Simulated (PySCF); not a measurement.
**Broadened absorption spectrum of N-methylpyrrolidine**

Species: N-methylpyrrolidine, C5H11N.
Numbering: `[CH3:1][N:2]1[CH2:3][CH2:4][CH2:5][CH2:6]1` (hydrogens: H7, H8, H9 on C1; H10, H11 on C3; H12, H13 on C4; H14, H15 on C5; H16, H17 on C6)

Geometry (GFN2-xTB, Å), atoms numbered from 1 in this order:
```
atom  x, y, z in Å
C1     2.077   -0.087    0.275
N2     0.653   -0.035    0.480
C3    -0.069   -1.145   -0.115
C4    -1.536   -0.702   -0.098
C5    -1.474    0.831    0.045
C6     0.017    1.152   -0.056
H7     2.355   -0.075   -0.793
H8     2.540    0.770    0.764
H9     2.468   -0.999    0.726
H10    0.106   -2.053    0.465
H11    0.263   -1.328   -1.153
H12   -2.047   -1.004   -1.011
H13   -2.064   -1.145    0.745
H14   -2.051    1.344   -0.723
H15   -1.853    1.135    1.020
H16    0.304    2.029    0.528
H17    0.303    1.325   -1.110
```

Method: TDDFT CAM-B3LYP/def2-SVPD, vertical, gas phase, core orbitals frozen in the response (PySCF 2.14.0, density-fitted response routines).

Broadening: Gaussians 0.25 eV wide at half height, area fixed by f = 4.319×10⁻⁹ ∫ε dν̃. The width is an assumption, not a result. The curve ends short of the highest state used, and states not computed would add to its high-energy end.

| λ (nm) | ε (L mol⁻¹ cm⁻¹) |
| --- | --- |
| 162.3 | 491 |
| 163.6 | 624 |
| 164.9 | 1707 |
| 166.2 | 4244 |
| 167.5 | 7877 |
| 168.8 | 10851 |
| 170.1 | 11228 |
| 171.4 | 8854 |
| 172.7 | 5429 |
| 173.9 | 2891 |
| 175.2 | 1447 |
| 176.5 | 1116 |
| 177.8 | 1407 |
| 179.1 | 1883 |
| 180.4 | 2190 |
| 181.7 | 2114 |
| 183.0 | 1681 |
| 184.3 | 1101 |
| 185.6 | 598 |
| 186.9 | 270 |
| 188.2 | 103 |
| 189.5 | 33 |
| 190.8 | 10 |
| 192.0 | 5 |
| 193.3 | 11 |
| 194.6 | 35 |
| 195.9 | 103 |
| 197.2 | 253 |
| 198.5 | 529 |
| 199.8 | 946 |
| 201.1 | 1454 |
| 202.4 | 1932 |
| 203.7 | 2232 |
| 205.0 | 2253 |
| 206.3 | 1997 |
| 207.6 | 1562 |
| 208.9 | 1084 |
| 210.2 | 670 |
| 211.4 | 389 |
| 212.7 | 195 |
| 214.0 | 88 |
| 215.3 | 36 |
| 216.6 | 13 |
| 217.9 | 5 |

Task: Where are the band maxima, and which computed states make them?

Result: 204 nm (6.06 eV), ε about 2300, made up of S1 (100%); 181 nm (6.86 eV), ε about 2200, made up of S2 (95%); 170 nm (7.31 eV), ε about 11000, made up of S4 (100%) (ε in L mol⁻¹ cm⁻¹; maxima over ε = 5, shares over 10%). At its high-energy end, 7.64 eV, the curve is still rising (ε about 490, from S4 and S5). The states used: S1 6.06 eV (f 0.021); S2 6.85 eV (f 0.019); S3 7.00 eV (f 0.0026); S4 7.31 eV (f 0.106); S5 7.78 eV (f 0.0083); S6 7.90 eV (f 0.0043); S7 7.97 eV (f 0.0006); S8 8.24 eV (f 0.055).

Task: Coming from long wavelengths, where does ε first pass 100 L mol⁻¹ cm⁻¹?

Result: At about 214 nm (5.80 eV), 0.26 eV below S1.

Task: What would ε be at 7.31 eV, the highest of these maxima, with half the width (0.125 eV)?

Result: About 22900 L mol⁻¹ cm⁻¹ against 11500, a factor of about 2.00; a lone state at its own centre would give exactly 2.

Task: On this curve, what absorbance would a 10⁻⁴ mol/L sample give at 193 nm over a 1 cm path?

Result: 193 nm is 6.424 eV, where ε is about 8.1 L mol⁻¹ cm⁻¹, so A = ε c l ≈ 0.00081 (Beer–Lambert, with the gas-phase spectrum and the assumed width).

The run took 58 s of wall time on one thread of an Arm Neoverse V1, on a shared host.

One conformer stands for the species.
